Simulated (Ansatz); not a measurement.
**Which is lower?**

Two relaxed structures of CH3AlN, doublet (PBE0-D4/def2-TZVP; forces vanish, vibrations not checked).

A:

```xyz
6
angstrom
C -0.4049 -0.7082 -0.1621
N 0.3160 0.2082 -0.7004
Al 0.8096 0.0478 1.1910
H -1.1550 -1.2635 -0.7334
H 0.2333 0.4817 -1.6781
H 0.2010 1.2341 2.0830
```

B:

C1  (-0.537, -0.662, -0.114)
N2  (0.345, 0.119, -0.540)
Al3  (0.523, 0.229, 1.405)
H4  (1.730, -0.594, 2.000)
H5  (0.580, 0.347, -1.508)
H6  (-0.118, 1.518, 2.050)
(Å)

Program: Ansatz 0.2.0. Basis: def2-TZVPP. Cores are frozen in the correlated methods; orbitals are unrestricted. B3LYP uses VWN-RPA correlation.

(1) Which structure is lower at CCSD(T), and by how much? (To be estimated.)

T1 diagnostic: at most 0.020. ⟨S²⟩ of the unrestricted Hartree–Fock references: 0.76 to 0.77 (a pure state has 0.75).

Results:

(1) Computed: A, by 0.324 eV (electronic energy, against the other). By their contacts, A is CH₃AlN ([CH]1[NH][AlH]1) and B is CH₃AlN ([C]1[NH][AlH2]1).

All methods give the same order:

```json
{"method": "PBE-D4", "E(B) − E(A) (eV)": "0.433"}
{"method": "r2SCAN-D4", "E(B) − E(A) (eV)": "0.351"}
{"method": "PBE0-D4", "E(B) − E(A) (eV)": "0.422"}
{"method": "B3LYP-D4", "E(B) − E(A) (eV)": "0.283"}
{"method": "wB97M-V", "E(B) − E(A) (eV)": "0.222"}
{"method": "HF", "E(B) − E(A) (eV)": "0.203"}
{"method": "MP2", "E(B) − E(A) (eV)": "0.463"}
{"method": "CCSD", "E(B) − E(A) (eV)": "0.308"}
{"method": "CCSD(T)", "E(B) − E(A) (eV)": "0.324"}
```

Labels in which every atom is bracketed show which atoms are joined, not bond orders.

For scale, one of the runs: CCSD(T)/def2-TZVPP, 146 basis functions, launched by `ansatz run in.yaml --threads 2 --pin off --events-out ev --progress --plain --max-ram 4352MiB`. The run took 39 s on 2 CPU threads of an Arm Neoverse V1 (shared host), with 1.9 GiB of host memory at its peak.
